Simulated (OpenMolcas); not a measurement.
**BH2F (SMILES BF): a chain of runs**

Aim: a single-point energy (UHF/STO-3G), then the energy (CASSCF(2,2)/STO-3G), then a single-point energy (CASPT2(2,2)/STO-3G), then a single-point energy (SC-NEVPT2(2,2)/STO-3G), then a single-point energy (MRCI(2,2)/STO-3G) of BH2F. 

Program for the calculation: OpenMolcas 26.06.

2 further runs of the same task are left out: 1 for a known fault of the program, 1 set aside as unsound or not needed.

## (1) The structure to begin with

BH2F: 4 atoms, total charge 0, spin state singlet. As SMILES, `BF`. The B1–H3 distance was set to 2.095 Å, away from the relaxed value. At this shape a bond of the SMILES string is far longer than usual.

Bond lengths: B1–F2 1.317 Å, B1–H4 1.198 Å. Angles: F2–B1–H4 117.8°.

## (2) A single-point energy at UHF/STO-3G (run 1)

Input file step1.input:

```
* BFH2 Hartree-Fock

&GATEWAY
 BasLib = $CurrDir
 BasisSet
 B.STO-3G....
 B1 0.711584 0.479814 -0.193546 angstrom
 End of Basis
 BasisSet
 F.STO-3G....
 F2 1.800084 0.187114 0.487154 angstrom
 End of Basis
 BasisSet
 H.STO-3G....
 H3 -1.012500 -0.649100 0.186200 angstrom
 H4 0.773084 1.373414 -0.988346 angstrom
 End of Basis

&SEWARD

&SCF
 UHF
 Scramble = 0.25
 PrOrbitals = 1 1
```

The basis set STO-3G is read from a file made from the Basis Set Exchange's data (not shown).

On the command line:

```bash
$ export MOLCAS_MEM=1860
$ pymolcas step1.input > step1.log
```

What it wrote:

```text
--- Start Module: gateway ---
[...]
--- Stop Module: gateway /rc=_RC_ALL_IS_WELL_ ---
--- Start Module: seward ---
[...]
      Basis functions           12
--- Stop Module: seward /rc=_RC_ALL_IS_WELL_ ---
--- Start Module: scf ---
[...]
       Convergence after  27 Iterations
[...]
::    Total SCF energy                               -123.4374370808
[...]
      Total spin, S                                     0.4661401241
[...]
      Total electronic charge=   16.000000
      Total            charge=   -0.000000
[...]
      Dipole Moment (debye):
      Origin of the operator (angstrom)=    1.3050    0.2988    0.1972
                   X=  1.8798E-02               Y=  1.2521E-01               Z= -1.0748E-01           Total=  1.6608E-01
      Quadrupole Moment (debye*angstrom):
[...]
--- Stop Module: scf /rc=_RC_ALL_IS_WELL_ ---
[...]
```

It took 2 s on 1 thread of Arm Neoverse V1, shared host; peak memory 0.37 GiB.

## (3) The energy at CASSCF(2,2)/STO-3G (run 2)

Input file step2.input:

```
>>> EXPORT MOLCAS_PRINT=2
&GATEWAY
BasLib=$CurrDir
BasisSet
B.STO-3G....
B1 0.711584 0.479814 -0.193546 angstrom
End of Basis
BasisSet
F.STO-3G....
F2 1.800084 0.187114 0.487154 angstrom
End of Basis
BasisSet
H.STO-3G....
H3 -1.012500 -0.649100 0.186200 angstrom
H4 0.773084 1.373414 -0.988346 angstrom
End of Basis
&SEWARD
&RASSCF
FileOrb=$CurrDir/step1.UnaOrb
Spin=1
Nactel=2 0 0
Inactive=7
Ras2=2
OrbListing=Nothing
OrbAppear=Compact
```

The basis set STO-3G is read from a file made from the Basis Set Exchange's data (not shown).

On the command line:

```bash
$ export MOLCAS_MEM=1860
$ pymolcas step2.input > step2.log
```

What it wrote:

```text
--- Start Module: gateway ---
[...]
--- Stop Module: gateway /rc=_RC_ALL_IS_WELL_ ---
--- Start Module: seward ---
[...]
      Basis functions           12
--- Stop Module: seward /rc=_RC_ALL_IS_WELL_ ---
--- Start Module: rasscf ---
[...]
      Number of active orbitals                  2
[...]
      Spin quantum number                      0.0
[...]
      Active orbitals                            2
[...]
      Number of CSFs                             3
[...]
      Number of root(s) required                 1
[...]
      Convergence after  8 iterations
[...]
      printout of CI-coefficients larger than  0.05 for root  1
      energy=    -123.473065
      conf/sym  11     Coeff  Weight
             1  20  -0.93725 0.87845
             3  02   0.34864 0.12155
      Natural orbitals and occupation numbers for root  1
      sym 1:   1.756894   0.243106
      ************************************************************************************************************************
      *                                                    Final results                                                     *
[...]
::    RASSCF root number  1 Total energy:   -123.47306534
[...]
      Total electronic charge=   16.000000
      Total            charge=   -0.000000
[...]
      Dipole Moment (debye):
      Origin of the operator (angstrom)=    1.3050    0.2988    0.1972
                   X=  6.3028E-02               Y=  1.7094E-01               Z= -1.3256E-01           Total=  2.2531E-01
      Quadrupole Moment (debye*angstrom):
[...]
--- Stop Module: rasscf /rc=_RC_ALL_IS_WELL_ ---
[...]
```

It took 1.6 s on 1 thread of Arm Neoverse V1, shared host; peak memory 0.37 GiB.

## (4) A single-point energy at CASPT2(2,2)/STO-3G (run 3)

Input file step3.inp:

```
* BFH2 CASPT2

&GATEWAY
 BasLib=$CurrDir
 BasisSet
 B.STO-3G....
 B1 0.711584 0.479814 -0.193546 angstrom
 End of Basis
 BasisSet
 F.STO-3G....
 F2 1.800084 0.187114 0.487154 angstrom
 End of Basis
 BasisSet
 H.STO-3G....
 H3 -1.012500 -0.649100 0.186200 angstrom
 H4 0.773084 1.373414 -0.988346 angstrom
 End of Basis

&SEWARD

&RASSCF
 FileOrb=$CurrDir/step2.RasOrb
 Spin=1
 Nactel=2 0 0
 Inactive=7
 Ras2=2
 OrbListing=Nothing
 OrbAppear=Compact

&CASPT2
 Imaginary=0.1
 Frozen=2
```

The basis set STO-3G is read from a file made from the Basis Set Exchange's data (not shown).

On the command line:

```bash
$ export MOLCAS_MEM=1860
$ pymolcas step3.inp > step3.log
```

What it wrote:

```text
--- Start Module: gateway ---
[...]
--- Stop Module: gateway /rc=_RC_ALL_IS_WELL_ ---
[...]
      Basis functions           12
[...]
--- Start Module: rasscf ---
[...]
      Number of active orbitals                  2
[...]
      Spin quantum number                      0.0
[...]
      Active orbitals                            2
[...]
      Number of CSFs                             3
[...]
      Number of root(s) required                 1
[...]
      Convergence after  4 iterations
[...]
      printout of CI-coefficients larger than  0.05 for root  1
      energy=    -123.473065
      conf/sym  11     Coeff  Weight
             1  20  -0.93725 0.87845
             3  02   0.34864 0.12155
      Natural orbitals and occupation numbers for root  1
      sym 1:   1.756894   0.243106
      ************************************************************************************************************************
      *                                                    Final results                                                     *
[...]
::    RASSCF root number  1 Total energy:   -123.47306534
[...]
      Total electronic charge=   16.000000
      Total            charge=   -0.000000
[...]
      Dipole Moment (debye):
      Origin of the operator (angstrom)=    1.3050    0.2988    0.1972
                   X=  6.3025E-02               Y=  1.7094E-01               Z= -1.3256E-01           Total=  2.2531E-01
      Quadrupole Moment (debye*angstrom):
[...]
--- Stop Module: rasscf /rc=_RC_ALL_IS_WELL_ ---
--- Start Module: caspt2 ---
[...]
 ###    WARNING: User changed nr of frozen orbitals.                         ###
 ###############################################################################
[...]
      E2 (Variational):          -0.0546518777
      Total energy:            -123.5277172219
[...]
      Reference weight:           0.97549
[...]
::    CASPT2 Root  1     Total energy:   -123.52771722
[...]
--- Stop Module: caspt2 /rc=_RC_ALL_IS_WELL_ ---
[...]
```

It took 1.6 s on 1 thread of Arm Neoverse V1, shared host; peak memory 0.37 GiB.

## (5) The energy at SC-NEVPT2(2,2)/STO-3G (run 4)

Input file step4.input:

```
>>> EXPORT MOLCAS_PRINT=2

&GATEWAY
  BasLib
  $CurrDir
  BasisSet
  B.STO-3G....
  B1 0.711584 0.479814 -0.193546 angstrom
  End of Basis
  BasisSet
  F.STO-3G....
  F2 1.800084 0.187114 0.487154 angstrom
  End of Basis
  BasisSet
  H.STO-3G....
  H3 -1.012500 -0.649100 0.186200 angstrom
  H4 0.773084 1.373414 -0.988346 angstrom
  End of Basis

&SEWARD

&RASSCF
  FileOrb
  $CurrDir/step2.RasOrb
  Spin
  1
  Nactel
  2 0 0
  Inactive
  7
  Ras2
  2
  OrbListing
  Nothing
  OrbAppear
  Compact

&CASPT2
  SC-NEVPT2
  Frozen
  2
```

The basis set STO-3G is read from a file made from the Basis Set Exchange's data (not shown).

On the command line:

```bash
$ export MOLCAS_MEM=1860
$ pymolcas step4.input > step4.log
```

What it wrote:

```text
--- Start Module: gateway ---
[...]
--- Stop Module: gateway /rc=_RC_ALL_IS_WELL_ ---
[...]
      Basis functions           12
[...]
--- Start Module: rasscf ---
[...]
      Number of active orbitals                  2
[...]
      Spin quantum number                      0.0
[...]
      Active orbitals                            2
[...]
      Number of CSFs                             3
[...]
      Number of root(s) required                 1
[...]
      Convergence after  4 iterations
[...]
      printout of CI-coefficients larger than  0.05 for root  1
      energy=    -123.473065
      conf/sym  11     Coeff  Weight
             1  20  -0.93725 0.87845
             3  02   0.34864 0.12155
      Natural orbitals and occupation numbers for root  1
      sym 1:   1.756894   0.243106
      ************************************************************************************************************************
      *                                                    Final results                                                     *
[...]
::    RASSCF root number  1 Total energy:   -123.47306534
[...]
      Total electronic charge=   16.000000
      Total            charge=   -0.000000
[...]
      Dipole Moment (debye):
      Origin of the operator (angstrom)=    1.3050    0.2988    0.1972
                   X=  6.3025E-02               Y=  1.7094E-01               Z= -1.3256E-01           Total=  2.2531E-01
      Quadrupole Moment (debye*angstrom):
[...]
--- Stop Module: rasscf /rc=_RC_ALL_IS_WELL_ ---
--- Start Module: caspt2 ---
[...]
 ###    WARNING: User changed nr of frozen orbitals.                         ###
 ###############################################################################
[...]
      E2 (Variational):          -0.0538684048
[...]
      E2 (Variational):          -0.0538423683
      Total energy:            -123.5269077125
[...]
      Reference weight:           0.97614
[...]
::    SC-NEVPT2 Root  1     Total energy:   -123.52690771
[...]
--- Stop Module: caspt2 /rc=_RC_ALL_IS_WELL_ ---
[...]
```

Run time: 1.6 s. Hardware: 1 thread of Arm Neoverse V1, shared host; peak memory 0.37 GiB.

## (6) A single-point energy at MRCI(2,2)/STO-3G (run 5)

Input file step5.input:

```
* BFH2 MRCI

&GATEWAY
  BASLIB
  $CurrDir
  BASISSET
  B.STO-3G....
  B1 0.711584 0.479814 -0.193546 angstrom
  End of Basis
  BASISSET
  F.STO-3G....
  F2 1.800084 0.187114 0.487154 angstrom
  End of Basis
  BASISSET
  H.STO-3G....
  H3 -1.012500 -0.649100 0.186200 angstrom
  H4 0.773084 1.373414 -0.988346 angstrom
  End of Basis

&SEWARD

&RASSCF
  FILEORB
  $CurrDir/step2.RasOrb
  SPIN
  1
  NACTEL
  2 0 0
  INACTIVE
  7
  RAS2
  2
  ORBLISTING
  Nothing
  ORBAPPEAR
  Compact

&MOTRA
  LUMORB
  FROZEN
  2

&GUGA
  ELECTRONS
  12
  SPIN
  1
  INACTIVE
  5
  ACTIVE
  2
  CIALL
  1

&MRCI
  SDCI
```

The basis set STO-3G is read from a file made from the Basis Set Exchange's data (not shown).

On the command line:

```bash
$ export MOLCAS_MEM=1860
$ pymolcas step5.input > step5.log
```

What it wrote:

```text
--- Start Module: gateway ---
[...]
--- Stop Module: gateway /rc=_RC_ALL_IS_WELL_ ---
[...]
      Basis functions           12
[...]
      Number of active orbitals                  2
[...]
      Spin quantum number                      0.0
[...]
      Active orbitals                            2
[...]
      Number of CSFs                             3
[...]
      Number of root(s) required                 1
[...]
      Convergence after  4 iterations
[...]
      printout of CI-coefficients larger than  0.05 for root  1
      energy=    -123.473065
      conf/sym  11     Coeff  Weight
             1  20  -0.93725 0.87845
             3  02   0.34864 0.12155
      Natural orbitals and occupation numbers for root  1
      sym 1:   1.756894   0.243106
      ************************************************************************************************************************
      *                                                    Final results                                                     *
[...]
::    RASSCF root number  1 Total energy:   -123.47306534
[...]
      Dipole Moment (debye):
      Origin of the operator (angstrom)=    1.3050    0.2988    0.1972
                   X=  6.3025E-02               Y=  1.7094E-01               Z= -1.3256E-01           Total=  2.2531E-01
      Quadrupole Moment (debye*angstrom):
[...]
      *** WARNING: Default frozen orbitals is overwritten by user input.
      *** Default values:   2
[...]
--- Start Module: guga ---
[...]
--- Stop Module: guga /rc=_RC_ALL_IS_WELL_ ---
--- Start Module: mrci ---
[...]
       (But an ACPF correction will be computed)
       USE THE DEFAULT ACPF G-VALUE GFAC=  0.16666666666666666
[...]
                      CI ENERGY:  -123.53963865
[...]
                ACPF CORRECTION:    -0.00267805
[...]
      Total electronic charge=   16.000000
      Total            charge=   -0.000000
[...]
     ACPF CORRECTION:     -0.00267805
[...]
  CI State   1     Total energy:   -123.53963865     QDav:     -0.00323972     QACPF:     -0.00267805
[...]
--- Stop Module: mrci /rc=_RC_ALL_IS_WELL_ ---
[...]
```

It took 1.8 s on 1 thread of Arm Neoverse V1, shared host; peak memory 0.37 GiB.

## (7) Results

| quantity | value |
| --- | --- |
| run 1, UHF/STO-3G: total energy | -123.43744 Eh |
| run 1, UHF/STO-3G: dipole moment | 0.17 D |
| run 1, UHF/STO-3G: HOMO energy | -7.78 eV |
| run 1, UHF/STO-3G: LUMO energy | 7.19 eV |
| run 1, UHF/STO-3G: HOMO–LUMO gap | 14.98 eV |
| run 1, UHF/STO-3G: ⟨S²⟩ | 0.683 |
| run 2, CASSCF(2,2)/STO-3G: total energy | -123.47307 Eh |
| run 2, CASSCF(2,2)/STO-3G: dipole moment (CASSCF density) | 0.23 D |
| run 3, CASPT2(2,2)/STO-3G: total energy | -123.52772 Eh |
| run 3, CASPT2(2,2)/STO-3G: dipole moment (CASSCF density) | 0.23 D |
| run 4, SC-NEVPT2(2,2)/STO-3G: total energy | -123.52691 Eh |
| run 4, SC-NEVPT2(2,2)/STO-3G: dipole moment (CASSCF density) | 0.23 D |
| run 5, MRCI(2,2)/STO-3G: total energy | -123.53964 Eh |
| run 5, MRCI(2,2)/STO-3G: dipole moment (CASSCF density) | 0.23 D |

In words: ⟨S²⟩ (run 1, UHF/STO-3G) is 0.68 where a pure singlet has 0.00: the reference is spin-contaminated. Mulliken charges (run 1, UHF/STO-3G) run from -0.18 on F2 to +0.30 on B1; they depend strongly on the basis.
